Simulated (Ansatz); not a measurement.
`[AlH2][O][SiH3]`, charge 0, multiplicity 1.

Task: Give a relaxed structure at PBE0-D4/def2-TZVP (Ansatz). (Best estimate.)

Result: The calculation gave: 
Cartesian coordinates in Å:
```
Al -1.1789 -1.4504 0.0478
O -0.1091 -0.1542 -0.0062
Si 0.9060 1.1119 -0.0373
H -0.5794 -2.8966 0.2544
H -2.7202 -1.1468 -0.1135
H 1.3384 1.3795 -1.4348
H 2.1085 0.8301 0.7915
H 0.2346 2.3264 0.4982
```
Point group Cs.
